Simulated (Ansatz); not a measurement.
How the lattice parameter c of Te (model structure, started from the graphite type, P6₃/mmc, No. 194, 4 atoms in the cell) moves with the method

No measured value is used here.

| level (code) | value (Å) |
|---|---|
| PBE (Ansatz) | 6.136 |
| PBEsol (Ansatz) | 5.992 |
| PBE-D3(BJ) (Ansatz) | … |

Question: Fill in the missing entries.

Answer: 
- PBE-D3(BJ) (Ansatz, a first-principles code), value (Å): 6.006

Ansatz's density-functional and Hartree–Fock values are scalar-relativistic unless marked +SOC, with PAW data made under PBE.

A model structure was made by putting elements into a prototype or built by hand; it is no filed structure, need not be a known phase, and can be a saddle point held by its symmetry.
